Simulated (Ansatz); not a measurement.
Born–Oppenheimer molecular dynamics of C$_{2}$H$_{2}$O (5 atoms, charge 0, multiplicity 1). It starts from a relaxed structure.

Level of theory: RKS LDA/def2-SVP in Ansatz.

```json
{
  "ensemble": "NVT, Nosé–Hoover chain",
  "time step": "0.5 fs",
  "steps asked": "300",
  "set temperature": "500 K",
  "thermostat": "time constant 50 fs, chain length 3",
  "seed": "507856"
}
```

Frames 10 fs apart, positions in Å, forces in eV/Å.

Velocities at 10.0 fs (Å/ps):

```
C 5.54 -3.25 4.11
C 1.77 -0.04 -1.58
O -3.73 2.52 -1.45
H -21.33 -1.55 -6.91
H -6.50 0.72 -0.24
```

```xyz
5
Properties=species:S:1:pos:R:3:forces:R:3 time_fs=10.0 energy_less_start_eV=0.108 T=224
C -0.382 0.309 -0.275 1.97 -1.67 1.13
C 0.560 -0.461 0.329 -0.63 1.18 0.32
O 1.350 -1.073 0.960 -0.90 0.54 -1.08
H -1.226 -0.242 -0.674 -0.56 -0.15 -0.36
H -0.317 1.402 -0.311 0.12 0.11 -0.01
5
Properties=species:S:1:pos:R:3:forces:R:3 time_fs=20.0 energy_less_start_eV=0.152 T=128
C -0.342 0.253 -0.246 -1.08 1.99 -1.04
C 0.560 -0.432 0.330 0.49 -0.73 0.90
O 1.317 -1.054 0.936 1.53 -1.05 0.74
H -1.221 -0.156 -0.674 -1.17 -0.86 -0.61
H -0.277 1.334 -0.290 0.23 0.65 0.01
5
Properties=species:S:1:pos:R:3:forces:R:3 time_fs=30.0 energy_less_start_eV=0.136 T=201
C -0.393 0.284 -0.290 3.08 -0.70 1.94
C 0.551 -0.421 0.371 -0.29 -0.66 -0.09
O 1.354 -1.082 0.941 -1.20 1.25 -0.88
H -1.218 -0.225 -0.720 -1.22 -0.47 -0.67
H -0.154 1.347 -0.292 -0.37 0.58 -0.30
5
Properties=species:S:1:pos:R:3:forces:R:3 time_fs=40.0 energy_less_start_eV=0.106 T=327
C -0.352 0.284 -0.275 0.97 0.13 0.76
C 0.521 -0.445 0.404 -0.48 1.10 -1.10
O 1.354 -1.068 0.919 0.25 -0.44 0.56
H -1.180 -0.166 -0.762 -1.20 -1.02 -0.56
H -0.314 1.363 -0.465 0.47 0.23 0.34
5
Properties=species:S:1:pos:R:3:forces:R:3 time_fs=50.0 energy_less_start_eV=0.092 T=415
C -0.338 0.279 -0.268 -0.09 0.93 0.02
C 0.508 -0.441 0.398 0.95 0.24 -0.09
O 1.344 -1.059 0.911 0.44 -0.69 0.72
H -1.128 -0.289 -0.702 -1.25 -0.43 -0.70
H -0.226 1.365 -0.402 -0.05 -0.05 0.05
5
Properties=species:S:1:pos:R:3:forces:R:3 time_fs=60.0 energy_less_start_eV=0.105 T=467
C -0.389 0.281 -0.291 2.40 -0.06 1.50
C 0.549 -0.417 0.373 0.14 -0.98 0.15
O 1.355 -1.084 0.941 -1.42 1.43 -1.01
H -1.237 -0.234 -0.716 -0.64 -0.14 -0.36
H -0.169 1.373 -0.289 -0.48 -0.25 -0.27
5
Properties=species:S:1:pos:R:3:forces:R:3 time_fs=70.0 energy_less_start_eV=0.233 T=235
C -0.356 0.249 -0.251 -0.49 2.28 -0.66
C 0.580 -0.431 0.335 -1.59 0.46 -0.39
O 1.323 -1.062 0.943 1.79 -1.12 0.91
H -1.285 -0.027 -0.730 -0.43 -1.19 -0.21
H -0.368 1.368 -0.335 0.72 -0.44 0.36
5
Properties=species:S:1:pos:R:3:forces:R:3 time_fs=80.0 energy_less_start_eV=0.237 T=337
C -0.378 0.301 -0.262 1.42 -0.63 0.56
C 0.555 -0.460 0.313 0.15 0.65 1.01
O 1.337 -1.060 0.955 -0.46 0.16 -0.85
H -1.157 -0.383 -0.658 -0.35 0.94 -0.31
H -0.168 1.420 -0.219 -0.75 -1.12 -0.41
5
Properties=species:S:1:pos:R:3:forces:R:3 time_fs=90.0 energy_less_start_eV=0.112 T=738
C -0.346 0.275 -0.257 -2.19 1.85 -1.65
C 0.531 -0.447 0.358 1.26 -0.52 0.89
O 1.345 -1.061 0.935 -0.21 -0.03 -0.16
H -1.233 -0.205 -0.794 0.97 0.35 0.62
H -0.301 1.428 -0.348 0.18 -1.66 0.30
5
Properties=species:S:1:pos:R:3:forces:R:3 time_fs=100.0 energy_less_start_eV=0.228 T=498
C -0.361 0.254 -0.290 -0.69 2.12 -0.42
C 0.528 -0.417 0.424 -0.70 -0.26 -1.35
O 1.357 -1.076 0.915 0.08 0.14 0.53
H -1.284 -0.073 -0.886 1.25 -0.22 0.96
H -0.252 1.418 -0.344 0.05 -1.78 0.28
5
Properties=species:S:1:pos:R:3:forces:R:3 time_fs=110.0 energy_less_start_eV=0.276 T=414
C -0.363 0.282 -0.298 0.72 -0.25 0.94
C 0.510 -0.426 0.414 0.45 -0.26 -0.71
O 1.355 -1.070 0.912 -0.53 0.32 0.18
H -1.165 -0.389 -0.747 0.44 1.38 0.16
H -0.085 1.396 -0.226 -1.09 -1.19 -0.58
5
Properties=species:S:1:pos:R:3:forces:R:3 time_fs=120.0 energy_less_start_eV=0.271 T=454
C -0.318 0.279 -0.240 -3.95 1.79 -2.66
C 0.527 -0.457 0.353 1.50 -0.09 1.01
O 1.335 -1.054 0.928 0.81 -1.04 0.57
H -1.218 -0.188 -0.745 0.75 -0.17 0.48
H -0.448 1.374 -0.443 0.88 -0.49 0.59
```

Of the whole run (150 fs, mean temperature of the second half 549 K): The conserved energy stayed within 0.51 meV per atom of its start (net change 0.072 meV per atom), so the integration is sound. A run of 0.15 ps of so small a system gives no equilibrium averages.

Run time: 2.3 min on 1 thread of Intel(R) Xeon(R) Platinum 8488C (Sapphire Rapids) (shared host), peak memory 0.1 GiB.
